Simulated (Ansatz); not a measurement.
C3H6OS can be A, `SCC1CO1`, or B, `C=C(O)SC`.

Gas-phase electronic energies from Ansatz, PBE0-D4/def2-TZVP geometries. CCSD(T)/CBS adds triple-zeta CCSD(T) − MP2 to the extrapolated MP2 energy (def2 sets, frozen cores). Functionals use def2-TZVPP. B3LYP here is the variant with VWN-RPA as its local correlation; programs differ in this. Each species was taken in one conformer, which may not be the lowest.

(1) Which is lower in electronic energy at CCSD(T)/CBS, and by how much? (An estimate is asked.)

(2) Give E(B) − E(A) in kcal/mol with ωB97M-V, CCSD/def2-TZVPP, B3LYP, B3LYP-D4, PBE0-D4, MP2/def2-TZVPP, HF/def2-TZVPP. (An estimate is asked.)

Largest T1 diagnostic: 0.012.

## Answers

(1) Computed: B, by 14.3 kcal/mol.

(2) Computed: ωB97M-V -13.6, CCSD/def2-TZVPP -12.3, B3LYP -15.9, B3LYP-D4 -16.4, PBE0-D4 -12.7, MP2/def2-TZVPP -12.8, HF/def2-TZVPP -13.5. None reverses the order clearly.

From PBE to PBE0 (25 % exact exchange), in def2-TZVPP and without D4, E(B) − E(A) moves by +1.6 kcal/mol.
